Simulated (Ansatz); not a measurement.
Basis sets compared for B3H⁻ (the lowest doublet isomer of a short search). Charge -1, multiplicity 2. Geometry PBE-D4/def2-TZVPD. Ansatz on 4 threads of Arm Neoverse V2 on a shared host; times are rough, and most runs start from earlier orbitals.

```xyz
4

B     0.561   -0.068    1.115
B     0.183    1.212    0.376
B    -0.133   -0.290   -0.268
H    -0.611   -0.854   -1.222
```

At PBE-D4/def2-SVPD, PBE-D4/def2-TZVPD the highest occupied level of the charge -1 doublet lies above zero (up to 0.88 eV). By energy differences its removal costs 1.90 eV (vertical, to the charge 0 singlet, at CCSD(T)/def2-TZVPPD). The structure comes from a short search, and lower isomers may exist.

```json
{"level": "PBE-D4/def2-SVPD", "functions": "68", "energy (Eh)": "-74.8329", "HOMO (eV)": "0.88", "LUMO (eV)": "2.20", "wall time": "0.5 s"}
{"level": "PBE0-D4/def2-SVPD", "functions": "68", "energy (Eh)": "-74.8415", "HOMO (eV)": "-0.23", "LUMO (eV)": "3.11", "wall time": "0.55 s"}
```

Estimate the rows for PBE-D4/def2-TZVPD, PBE0-D4/def2-TZVPD.


```
             level  functions  energy (Eh)  HOMO (eV)  LUMO (eV)  wall time
 PBE-D4/def2-TZVPD        120     -74.9134       0.80       2.11        1 s
PBE0-D4/def2-TZVPD        120     -74.9212      -0.29       2.97      1.7 s
```
